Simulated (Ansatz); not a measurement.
Ansatz (a program for electronic structure) input for hydrogen isocyanide cation (CHN), SMILES [C-]#[NH+] (connectivity only; charge and spin as stated), charge +1, multiplicity 2, ωB97X-V/def2-TZVPD. Geometry: B3LYP-D3(BJ)/def2-TZVPD. The multiplicity is an assumed one; other spin states were not compared.

Ansatz 0.2 input:
```yaml
crystal:
  periodic: [false, false, false]
  atoms:
    - {symbol: C, position_ang: [0.00000000, 0.00000000, -0.71904514]}
    - {symbol: N, position_ang: [0.00000000, 0.00000000, 0.41164732]}
    - {symbol: H, position_ang: [0.00000000, 0.00000000, 1.43273957]}
basis:
  gaussian:
    orbitals: def2-TZVPD
hamiltonian:
  xc: {name: wB97X-V}
total_charge: 1
magnetization: {spin_polarized: true, initial_magnetization: 1}
```

Log of the run:

```
WARN ansatz: RAYON_NUM_THREADS=1 ignored (pool sized by the plan → 1); use --threads N
Functional definition: wB97X-V
integrals: 0.02 GiB planned
404 factors; their error is unknown
integrals: 0.05 GiB planned
122 factors; integrals over basis functions are off by at most 7.7e-5 eV
mean field: 0.26 GiB planned
mean field evaluation 1: about -2520.8707 eV, gradient 5.0e1 eV
mean field evaluation 2: about -2514.3678 eV, gradient 6.3e1 eV
mean field evaluation 4: about -2529.5798 eV, gradient 1.4e0 eV
mean field evaluation 8: about -2529.6061 eV, gradient 1.2e-1 eV
mean field evaluation 16: about -2529.6102 eV, gradient 6.6e-5 eV
mean field -2529.61016666 eV, -92.9614589936 hartree, gradient 6.6e-5 eV, S^2 0.771535; 0 other end points of the search recorded, 0 dependent functions left out
reference -2529.61016609 eV, -92.9614589723 hartree; 7, 6 occupied and 76, 77 virtual orbitals, 404 factors
Total energy: -2529.61016609 eV, -92.9614589723 hartree
```

The calculation finished and met its thresholds.
